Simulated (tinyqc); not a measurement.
Worked calculation: CCSD on RHF in the sto-3g basis, for H2O, spin multiplicity 1. One step of it, computed by the program tinyqc.

Question. Iteration 1: diagonalisation and new density. Diagonalise F' = X^T F X, C = X C', fill 5 alpha and 5 beta electrons from the bottom; D = 2 C_occ C_occ^T. Each column has its largest component positive (the first on a tie).

Fock matrix F (hartree), order 1O 1s, 1O 2s, 1O 2px, 1O 2py, 1O 2pz, 2H 1s, 3H 1s:
```
[[-20.361121, -5.196840, 0.000000, 0.000000, -0.007179, -0.745178, -0.745178],
 [-5.196840, -2.543855, 0.000000, 0.000000, -0.072019, -0.785632, -0.785632],
 [0.000000, 0.000000, -0.251303, 0.000000, 0.000000, 0.000000, 0.000000],
 [0.000000, 0.000000, 0.000000, -0.332989, 0.000000, -0.308109, 0.308109],
 [-0.007179, -0.072019, 0.000000, 0.000000, -0.292083, -0.238218, -0.238218],
 [-0.745178, -0.785632, 0.000000, -0.308109, -0.238218, -0.353413, -0.241338],
 [-0.745178, -0.785632, 0.000000, 0.308109, -0.238218, -0.241338, -0.353413]]
```

X, order 1O 1s, 1O 2s, 1O 2px, 1O 2py, 1O 2pz, 2H 1s, 3H 1s:
```
[[-0.371405, 0.000000, 0.718779, 0.000000, -0.609585, 0.000000, 0.199879],
 [1.000144, 0.000000, -0.274714, 0.000000, -0.292773, 0.000000, 0.466137],
 [0.000000, 0.000000, 0.000000, 1.000000, 0.000000, 0.000000, 0.000000],
 [0.000000, 0.852899, 0.000000, 0.000000, 0.000000, 0.675385, 0.000000],
 [0.433734, 0.000000, 0.670674, 0.000000, 0.632597, 0.000000, 0.206420],
 [-0.626073, -0.729362, -0.200311, 0.000000, 0.166088, 0.394890, 0.384539],
 [-0.626073, 0.729362, -0.200311, 0.000000, 0.166088, -0.394890, 0.384539]]
```

Give: F' = X^T F X; orbital energies; coefficients C; D after iteration 1.

Answer.

F' = X^T F X (hartree):
```
[[-0.5404, 0.0000, 2.4398, 0.0000, -2.1224, 0.0000, 0.6528],
 [0.0000, 0.4052, 0.0000, 0.0000, 0.0000, -0.0312, 0.0000],
 [2.4398, 0.0000, -8.4343, 0.0000, 8.5090, 0.0000, -4.1674],
 [0.0000, 0.0000, 0.0000, -0.2513, 0.0000, 0.0000, 0.0000],
 [-2.1224, 0.0000, 8.5090, 0.0000, -9.4021, 0.0000, 4.7007],
 [0.0000, -0.0312, 0.0000, 0.0000, 0.0000, -0.5155, 0.0000],
 [0.6528, 0.0000, -4.1674, 0.0000, 4.7007, 0.0000, -3.4054]]
```

orbital energies (hartree): [-20.3695, -1.3354, -0.5166, -0.3749, -0.2513, 0.2976, 0.4063]

coefficients C, order 1O 1s, 1O 2s, 1O 2px, 1O 2py, 1O 2pz, 2H 1s, 3H 1s:
```
[[0.9944, -0.2443, 0.0000, 0.0728, 0.0000, 0.1104, 0.0000],
 [0.0236, 0.9153, 0.0000, -0.3653, 0.0000, -0.6380, 0.0000],
 [0.0000, 0.0000, 0.0000, 0.0000, 1.0000, 0.0000, 0.0000],
 [0.0000, 0.0000, 0.7039, 0.0000, 0.0000, 0.0000, 0.8295],
 [0.0017, 0.0602, 0.0000, 0.8208, 0.0000, -0.6351, 0.0000],
 [-0.0037, 0.1290, 0.3700, 0.2759, 0.0000, 0.7175, -0.7423],
 [-0.0037, 0.1290, -0.3700, 0.2759, 0.0000, 0.7175, 0.7423]]
```

D after iteration 1, order 1O 1s, 1O 2s, 1O 2px, 1O 2py, 1O 2pz, 2H 1s, 3H 1s:
```
[[2.1079, -0.4536, 0.0000, 0.0000, 0.0935, -0.0302, -0.0302],
 [-0.4536, 1.9434, 0.0000, 0.0000, -0.4893, 0.0345, 0.0345],
 [0.0000, 0.0000, 2.0000, 0.0000, 0.0000, 0.0000, 0.0000],
 [0.0000, 0.0000, 0.0000, 0.9909, 0.0000, 0.5208, -0.5208],
 [0.0935, -0.4893, 0.0000, 0.0000, 1.3547, 0.4685, 0.4685],
 [-0.0302, 0.0345, 0.0000, 0.5208, 0.4685, 0.4593, -0.0882],
 [-0.0302, 0.0345, 0.0000, -0.5208, 0.4685, -0.0882, 0.4593]]
```
